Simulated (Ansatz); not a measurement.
# CH2NOS: a trajectory, and a look at its input

Aim: a trajectory from the structure below. Read the input with care, then see what the program makes of it.

Program: Ansatz 0.2.0, Gaussian basis. Level of theory: PBE0-D4/def2-SVPD. These are calculated values, not measurements.

### Step 1. The structure

```
atom     x (Å)     y (Å)     z (Å)
  N1   0.35573  -1.33409   0.35052
  C2   0.91467  -0.27356   0.03897
  O3   0.09911   0.77387  -0.21443
  S4  -1.38530  -0.18953   0.10748
  H5   1.98439  -0.04832  -0.06852
  H6  -1.96859   1.07164  -0.21402
```

### Step 2. The run

run/in.yaml

```yaml
crystal:
  periodic: [false, false, false]
  atoms:
    - {symbol: N, position_ang: [0.355730, -1.334090, 0.350520]}
    - {symbol: C, position_ang: [0.914670, -0.273560, 0.038970]}
    - {symbol: O, position_ang: [0.099110, 0.773870, -0.214430]}
    - {symbol: S, position_ang: [-1.385300, -0.189530, 0.107480]}
    - {symbol: H, position_ang: [1.984390, -0.048320, -0.068520]}
    - {symbol: H, position_ang: [-1.968590, 1.071640, -0.214020]}
basis:
  gaussian: {orbitals: def2-SVPD}
total_charge: -1
hamiltonian: {xc: pbe0, dispersion: d4}
md: {n_steps: 25, timestep: 0.75, temperature: 20000, ensemble: nvt_nose_hoover, seed: 333, initial_velocities: maxwell_boltzmann}
```

The run is started by

```bash
> ansatz run in.yaml --threads 2 --pin off --events-out ev --progress --plain --max-ram 3481MiB
```

Before running it: what results should come out? Wanted: this run.

As calculated:

```
quantity        value
this run    converged
   fault  far too hot
```

In words: The set temperature is far above any at which the molecule holds together; the run shows the first femtoseconds of that heating.
